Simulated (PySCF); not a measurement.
Deuteron quadrupole couplings in `C=CC/C=C\C`

C6H10.
Z-matrix (Å and degrees, PBE0-D3(BJ)/def2-SVP geometry), rows numbered from 1:
```
C 
C   1  1.3334
C   2  1.5012  1  125.19
C   3  1.5022  2  111.73  1  -115.10
C   4  1.3390  3  127.61  2  -116.94
C   5  1.4933  4  127.79  3    -0.56
H   1  1.0953  2  121.40  3    -1.11
H   1  1.0932  2  121.56  3   179.15
H   2  1.0975  1  119.21  3  -178.41
H   3  1.1023  2  109.37  1   122.54
H   3  1.1040  2  109.09  1     6.16
H   4  1.0964  3  114.71  2    61.74
H   5  1.0970  4  116.90  3   179.47
H   6  1.1031  5  110.78  4   119.43
H   6  1.1028  5  110.86  4  -122.77
H   6  1.0988  5  113.06  4    -1.56
```

Level: PBE0/pcSseg-1 (PySCF, non-relativistic); Q(2H) = 0.00286 b; rigid geometry, the same for H and D, with no vibrational averaging.

Question: Rank these positions by the coupling χzz of a deuteron there, largest first.
A. H7 (vinylic hydrogen)
B. H14 (methyl hydrogen)
C. H9 (vinylic hydrogen)

Answer: A (204 kHz), C (199 kHz), B (194 kHz).

Q: Tabulate Vzz, the asymmetry η and χzz = 234.96 MHz × Q × Vzz for every hydrogen position.

A: 
```
atom  bonded to  bond length (Å)  Vzz (au)     η  χzz (kHz)
  H7         C1            1.095    0.3039  0.06        204
  H8         C1            1.093    0.3079  0.06        207
  H9         C2            1.097    0.2964  0.06        199
 H10         C3            1.102    0.2871  0.02        193
 H11         C3            1.104    0.2833  0.02        190
 H12         C4            1.096    0.2984  0.08        201
 H13         C5            1.097    0.2979  0.07        200
 H14         C6            1.103    0.2884  0.02        194
 H15         C6            1.103    0.2888  0.02        194
 H16         C6            1.099    0.2953  0.04        198
```

Q: How does χzz go with the bond length over the 10 C–H bonds?

A: A straight-line fit has a slope of -13.7 kHz for each 0.01 Å, with a correlation coefficient of -0.98, over lengths from 1.093 to 1.104 Å. The longer bonds have the smaller couplings here.

One conformer (not necessarily the lowest) at the PBE0-D3(BJ)/def2-SVP geometry, without solvent, vibrations or thermal averaging. These gradients aren't converged with respect to the basis.
